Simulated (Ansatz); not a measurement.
# CH₄Al radical (SMILES [CH2][AlH2]): one structure at several levels

The task here is to estimate one member of a computed series from the others.

Computed with Ansatz 0.2.0, Gaussian basis. Level: single points in def2-TZVPP.

Cores are frozen in the correlated methods. Orbitals are unrestricted.

**Starting geometry**

6 atoms, charge 0, spin multiplicity 2.

Atoms are counted from 1 here; the program's logs count them from 0.

Bond lengths: C1–Al2 1.987 Å, C1–H3 0.928 Å, Al2–H5 1.209 Å. Angles: Al2–C1–H3 135.0°, C1–Al2–H5 118.0°.

As a file:

```
C    -0.0850   -1.1428   -0.1518
Al    0.2196    0.8182   -0.0466
H    -0.8340   -1.6894   -0.1930
H     0.7477   -1.9669    0.6363
H     0.2672    1.4411   -1.0820
H    -0.2958    1.6345    1.3110
```

Set-up of the first run:

run/in.yaml reads:

```yaml
crystal:
  periodic: [false, false, false]
  atoms:
    - {symbol: C, position_ang: [-0.085000, -1.142800, -0.151800]}
    - {symbol: Al, position_ang: [0.219600, 0.818200, -0.046600]}
    - {symbol: H, position_ang: [-0.834000, -1.689400, -0.193000]}
    - {symbol: H, position_ang: [0.747700, -1.966900, 0.636300]}
    - {symbol: H, position_ang: [0.267200, 1.441100, -1.082000]}
    - {symbol: H, position_ang: [-0.295800, 1.634500, 1.311000]}
basis:
  gaussian: {orbitals: def2-TZVPP}
magnetization: {spin_polarized: true, initial_magnetization: 1}
correlation: {method: ccsd_t}
scf: {omitted_lower_state_checks: [cluster_reference]}
output: {forces: true}
```

The command line of these runs was not kept.

Among the steps run: CCSD(T)/def2-TZVPP; PBE0-D4/def2-TZVPP; wB97M-V/def2-TZVPP; r2SCAN-D4/def2-TZVPP; PBE-D4/def2-TZVPP; B97M-V/def2-TZVPP; SPW92/def2-TZVPP.

One table of the session follows, with a row left open; its other results are not shown here.

| method | RMS force component (eV/Å) | angle to CCSD(T) forces (°) | dipole (D) |
| --- | --- | --- | --- |
| CCSD(T) | 5.191 | reference | 0.91 |
| PBE0-D4 | 5.198 | 0.9 | 0.87 |
| wB97M-V | 5.134 | 1.0 | 0.90 |
| r2SCAN-D4 | ? | ? | ? |
| PBE-D4 | 5.179 | 1.6 | 0.80 |
| B97M-V | 5.088 | 1.1 | 0.92 |
| SPW92 | 5.237 | 2.7 | 0.79 |

Estimate the missing values for r2SCAN-D4.

The run gave: RMS force component (eV/Å): 5.179; angle to CCSD(T) forces (°): 0.8; dipole (D): 0.87.
